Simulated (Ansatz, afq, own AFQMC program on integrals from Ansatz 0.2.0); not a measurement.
CH$_{3}$⁺, singlet in cc-pVDZ along one coordinate

```xyz
4

C     0.0000    0.0000    0.0000
H     1.0932    0.0139   -0.0002
H    -0.5586    0.9397   -0.0028
H    -0.5345   -0.9536    0.0030
```

The C1–H4 distance is changed with both sides rigid. Energies in mEh count from this geometry (1.093 Å) at the same level; the start stands on RHF, each point on the determinant named.

Basis cc-pVDZ. Noble-gas cores (and the filled d shells of Ga–Kr and In–Xe) are frozen. AFQMC by an in-house program on the Cholesky factors that Ansatz 0.2.0 writes for its CCSD(T) run. The CISD trial takes its coefficients from CCSD amplitudes. Released means that phaseless walkers are propagated on without the constraint, phases kept. Error bars are statistical, one sigma.

Cautions, each for one point or more: cluster runs in doubt by the program's own checks; restricted determinant unstable towards unrestricted; strong correlation; the ph-AFQMC/CISD walk drifts between its halves; unrestricted determinant spin contaminated.

```csv
r(C1–H4) / Å,det.,T1,weight,⟨S²⟩,CCSD(T),ph-AFQMC/CISD,released AFQMC,FCI,CCSDT(Q),B2PLYP,B3LYP
0.983,RHF,0.004,0.95,pure,12.1,12.1 ± 0.04,12.1 ± 0.05,12.2,12.2,11.4,11.6
1.197,RHF,0.004,0.95,pure,4.5,4.6 ± 0.05,4.5 ± 0.05,4.5,4.5,4.9,4.5
1.490,RHF,0.007,0.93,pure,49.7,49.6 ± 0.06,49.4 ± 0.06,49.5,49.5,50.7,48.6
2.006,RHF,0.024,0.89,pure,133.1,133.3 ± 0.1,–,132.6,132.6,142.1§,134.1
2.897,UHF‡,0.032,0.92,0.97,198.8,196.2 ± 0.1,–,195.1,195.0,196.6§,188.8§
```

Weight is that of the determinant in the CISD state; at the start T1 is 0.004 and the weight 0.95. A double dagger marks points where the walks on two determinants ended up to 5.4 mEh apart; the lower is shown. A dash marks a missing value, a released energy that hasn't settled or a functional that sits on another state. § marks a functional whose ⟨S²⟩ is too high by over 0.1. Largest departures from full CI: CCSD(T) 3.7 mEh at 2.897 (on UHF), ph-AFQMC/CISD 1.0 mEh at 2.897 (on UHF), released AFQMC -0.1 mEh at 0.983 (on RHF) (within the noise), CCSDT(Q) -0.1 mEh at 2.897 (on UHF), B2PLYP 1.3 mEh at 1.490, B3LYP 1.5 mEh at 2.006. Functionals count only at points shown to share the start's state and spin. In this small basis the wave-function levels are far from their limit, so their gap to the functionals isn't the functionals' error.

Some points may be missing: those where a free walk finds a much lower state, and past Zn most of those on another determinant than at the start.

CCSDT and higher add their correlation energy to the determinant of the CCSD(T) run, since their own runs factorise the integrals more tightly (a shift of under 2 meV). A walk keeps the symmetry of its determinant, which the program's search chose and which needn't be the lowest solution, so a lower state of the same spin and another symmetry isn't excluded. Released energies are given only where the last usable release times agree within the noise; a slower fall can still hide under it.
